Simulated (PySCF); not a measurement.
CHF2O (doublet state).
SMILES with atom numbers: `[OH:1][C:2]([F:3])[F:4]` (hydrogens: H5 on O1)

Cartesian coordinates in Å at the GFN2-xTB level; atoms count from 1:
```xyz
5
CHF2O angstrom
O     -0.7741   -0.5853    0.2781
C      0.3922    0.0228    0.3303
F      0.4020    1.3299    0.0173
F      1.4089   -0.5793   -0.3126
H     -1.4204   -0.1852   -0.3303
```

The hyperfine couplings belong to this conformer and change with its torsions.

Theory: PySCF 2.14.0, UKS B3LYP, pcH-1 on C F H O, non-relativistic, mean-field spin-orbit, GIAO. Isolated species at its GFN2-xTB geometry (one conformer only). The geometry wasn't refined by DFT: couplings that depend on bond lengths, twists or pyramidal angles can differ widely from those at the functional's own minimum.

Principal values of hyperfine tensors in MHz (contact and dipolar terms together), for some of the nuclei:

```
atom  isotope      A1      A2      A3
  C2      13C  579.95  581.26  796.30
  F4      19F  215.67  231.56  898.92
  F3      19F  137.17  155.44  680.64
  H5       1H   86.96   90.86  106.76
```

(1) Give the isotropic coupling of each nucleus in MHz and in mT (g = 2.0032), and the anisotropic part.

(2) What spin density at the nucleus of C2 lies behind its contact coupling (g_N = 1.40482)?

(3) O1 (17O, g_N = -0.75752) isn't in the table. Its spin density at the nucleus is 0.2559 bohr⁻³. What is its contact coupling?

(4) Name the largest traceless tensor T of the table and describe it.

## Answers

(1) a_iso = (A1 + A2 + A3)/3, Ti = Ai − a_iso; 1 mT corresponds to 28.037 MHz.

```tsv
atom	a_iso (MHz)	a_iso (mT)	T1	T2	T3
C2	652.50	23.273	-72.56	-71.24	143.80
F4	448.71	16.004	-233.05	-217.16	450.20
F3	324.42	11.571	-187.25	-168.97	356.22
H5	94.86	3.384	-7.90	-4.00	11.90
```

(2) a_FC = 800.24 MHz bohr³ × g_N × ρ(0)/(2S). With a_FC = 652.50 MHz and 2S = 1, ρ(0) = 0.5804 bohr⁻³.

(3) By the same relation, a_FC = -155.1 MHz. Its full tensor has the principal values -178.97, -144.18, -142.24 MHz.

(4) F4: -233.0, -217.2, 450.2 MHz, nearly axial, close to the ratio −1:−1:+2.

Time: 16 s wall (grids of density and orbitals included); peak memory 0.36 GiB. Hardware: one thread of an Arm Neoverse V1, shared host.
